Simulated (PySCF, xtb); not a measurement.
ethanol (C2H6O), SMILES OCC. The values are those of a single conformer.

Harmonic wavenumbers (cm⁻¹) from GFN2-xTB run with xtb 6.7.1 at its own minimum, in rising order: 227, 342, 421, 832, 932, 1046, 1090, 1130, 1236, 1314, 1350, 1405, 1483, 1490, 1497, 2867, 2984, 3019, 3043, 3049, 3542.

Question: What does PBE-D3(BJ)/def2-TZVP in PySCF give at its own minimum? (Estimate from the structure and the level; the computed values follow.)

Answer: 262, 283, 411, 782, 863, 1030, 1044, 1101, 1240, 1325, 1350, 1370, 1436, 1440, 1462, 2910, 2960, 3003, 3031, 3048, 3688. Paired by order, the mean absolute difference is 35 cm⁻¹ and the zero-point energies are 49.0 and 48.7 kcal/mol.
